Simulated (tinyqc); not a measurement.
Ways to converge the cycle: SCF convergence aids in the sto-3g basis, for LiH+, spin multiplicity 2. Computed by the program tinyqc with PySCF. 

Geometry (angstrom):
```
atom       x       y       z
Li    0.0000  0.0000  0.0000
H     0.0000  0.0000  3.1850
```

lowest solution found by these runs and by PySCF with stability checks = -7.607070 hartree

UHF with one setting changed at a time; a run stops when the energy changes by less than 1e-09 hartree and the error matrix is below 1e-5. The start is the core Hamiltonian. Damping d keeps d of the old density; a shift (hartree) raises the virtual levels; DIIS n extrapolates F over n matrices.

Largest element of the error matrix X^T (FDS - SDF) X:
```
iteration    plain  damping 0.3  damping 0.6  shift 0.4   DIIS 3   DIIS 8
1          1.2e-01      1.2e-01      1.2e-01    1.2e-01  1.2e-01  1.2e-01
2          8.4e-02      8.5e-02      8.5e-02    1.2e-01  8.4e-02  8.4e-02
3          3.7e-02      5.7e-02      7.4e-02    1.2e-01  3.4e-02  3.4e-02
4          1.5e-02      3.5e-02      6.1e-02    9.8e-02  8.4e-04  8.4e-04
5          6.2e-03      2.1e-02      4.9e-02    7.3e-02  1.8e-04  8.0e-05
6          2.5e-03      1.2e-02      3.8e-02    5.2e-02  4.1e-06  3.7e-06
8          4.3e-04      4.2e-03      2.3e-02    2.4e-02        -        -
10         7.4e-05      1.4e-03      1.3e-02    1.1e-02        -        -
14               -      1.7e-04      4.5e-03    2.3e-03        -        -
20               -      7.3e-06      9.0e-04    2.2e-04        -        -
30               -            -      6.2e-05          -        -        -
```

How each run ends:
```
run          iterations  E (hartree)         state
plain                13    -7.607070  lowest found
damping 0.3          21    -7.607070  lowest found
damping 0.6          41    -7.607070  lowest found
shift 0.4            29    -7.607070  lowest found
DIIS 3                7    -7.607070  lowest found
DIIS 8                7    -7.607070  lowest found
```

6 of 6 runs reach the lowest solution found, in 7 to 41 iterations (fastest: DIIS 3, DIIS 8). Plain steps already contract here, so damping only slows them. DIIS 3 and DIIS 8 gain by cancelling the error over several earlier matrices, much as a quasi-Newton step does.
